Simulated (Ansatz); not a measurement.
What each rung costs, and what it gives

Saddle point of CH7NSi, closed shell (CH₇NSi ([CH3][NH][SiH3]) → CH₅N ([CH3][NH2]) + SiH₂ (still joined by a long Si–N bond); bonds formed: N2–H4; bonds broken: Si1–H4; bonds weakened to dative contacts: Si1–N2), PBE0-D4/def2-TZVP structure:

```
atom    x (Å)    y (Å)    z (Å)
 Si1  -1.0083   1.2496   0.1402
  N2   0.3116   0.0926  -0.5381
  C3   0.4555  -1.1838   0.1227
  H4  -0.9668   0.1798  -1.0598
  H5  -0.4684   2.5867  -0.2594
  H6  -0.8934   1.2059   1.6393
  H7   1.1594   0.4498  -0.9607
  H8   0.9394  -1.9221  -0.5211
  H9   1.0161  -1.1027   1.0616
 H10  -0.5452  -1.5557   0.3754
```

Barriers are electronic and count from the start structure reached by relaxing down the imaginary mode.

Computed with Ansatz 0.2.0 (basis: as named in each row); correlated methods freeze the cores. B3LYP uses VWN-RPA correlation. Extrapolation: Hartree–Fock as exp(−7.88 √X), correlation as X^−2.97.

Times are rough, for one single point on 2 threads of a shared host (Arm Neoverse V1).

The estimate by CCSD(T) at an estimated basis limit (MP2 extrapolated from triple and quadruple zeta, plus CCSD(T) − MP2 in triple zeta) is 71.47 kcal/mol.

```json
{"method": "HF", "basis": "STO-3G", "time (s)": "under 1", "barrier (kcal/mol)": "110.92", "method less estimate": "39.45"}
{"method": "PBE-D4", "basis": "STO-3G", "time (s)": "under 1", "barrier (kcal/mol)": "72.99", "method less estimate": "1.52"}
{"method": "SPW92", "basis": "def2-SVP", "time (s)": "under 1", "barrier (kcal/mol)": "54.84", "method less estimate": "-16.63"}
{"method": "B3LYP-D4", "basis": "6-31G", "time (s)": "under 1", "barrier (kcal/mol)": "58.58", "method less estimate": "-12.89"}
{"method": "PBE-D4", "basis": "def2-SVP", "time (s)": "1", "barrier (kcal/mol)": "58.87", "method less estimate": "-12.60"}
{"method": "PBE0-D4", "basis": "def2-SVP", "time (s)": "1", "barrier (kcal/mol)": "65.60", "method less estimate": "-5.87"}
{"method": "SPW92", "basis": "def2-TZVPP", "time (s)": "1", "barrier (kcal/mol)": "57.11", "method less estimate": "-14.36"}
{"method": "PBE-D4", "basis": "def2-TZVPP", "time (s)": "2", "barrier (kcal/mol)": "60.87", "method less estimate": "-10.60"}
{"method": "CCSD(T)", "basis": "def2-SVP", "time (s)": "2", "barrier (kcal/mol)": "70.84", "method less estimate": "-0.64"}
{"method": "BLYP-D4", "basis": "def2-TZVPP", "time (s)": "2", "barrier (kcal/mol)": "64.30", "method less estimate": "-7.17"}
{"method": "BHLYP-D4", "basis": "def2-TZVPP", "time (s)": "2", "barrier (kcal/mol)": "77.20", "method less estimate": "5.73"}
{"method": "B3LYP-D4", "basis": "def2-TZVPP", "time (s)": "3", "barrier (kcal/mol)": "69.43", "method less estimate": "-2.05"}
{"method": "PBE0-D4", "basis": "def2-TZVPP", "time (s)": "3", "barrier (kcal/mol)": "67.43", "method less estimate": "-4.04"}
{"method": "CAM-B3LYP-D4", "basis": "def2-TZVPP", "time (s)": "3", "barrier (kcal/mol)": "72.41", "method less estimate": "0.94"}
{"method": "r2SCAN-D4", "basis": "def2-TZVPP", "time (s)": "4", "barrier (kcal/mol)": "66.42", "method less estimate": "-5.06"}
{"method": "wB97M-V", "basis": "def2-SVP", "time (s)": "4", "barrier (kcal/mol)": "68.63", "method less estimate": "-2.84"}
{"method": "r2SCAN0-D4", "basis": "def2-TZVPP", "time (s)": "4", "barrier (kcal/mol)": "70.88", "method less estimate": "-0.60"}
{"method": "RPA on PBE", "basis": "def2-TZVPP", "time (s)": "5", "barrier (kcal/mol)": "69.78", "method less estimate": "-1.69"}
{"method": "B2PLYP", "basis": "def2-TZVPP", "time (s)": "6", "barrier (kcal/mol)": "71.11", "method less estimate": "-0.37"}
{"method": "PBE-QIDH", "basis": "def2-TZVPP", "time (s)": "6", "barrier (kcal/mol)": "72.37", "method less estimate": "0.90"}
{"method": "wB97X-V", "basis": "def2-TZVPP", "time (s)": "8", "barrier (kcal/mol)": "73.01", "method less estimate": "1.54"}
{"method": "wB97M-V", "basis": "def2-TZVPP", "time (s)": "9", "barrier (kcal/mol)": "70.91", "method less estimate": "-0.56"}
{"method": "B97M-V", "basis": "def2-TZVPP", "time (s)": "11", "barrier (kcal/mol)": "67.44", "method less estimate": "-4.04"}
{"method": "MP2", "basis": "def2-QZVPP", "time (s)": "23", "barrier (kcal/mol)": "72.03", "method less estimate": "0.55"}
{"method": "CCSD(T)", "basis": "def2-TZVPP", "time (s)": "51", "barrier (kcal/mol)": "71.44", "method less estimate": "-0.04"}
```

All methods are single points on the PBE0-D4 structures.

The T1 diagnostic stays at or below 0.013. The restricted Hartree–Fock reference is unstable towards an unrestricted one at one or more of these structures.

Losses and insertions of silylenes and their heavier kin drive the gas-phase chemistry of silicon and germanium vapour deposition.

Labels in which every atom is bracketed show which atoms are joined, not bond orders.
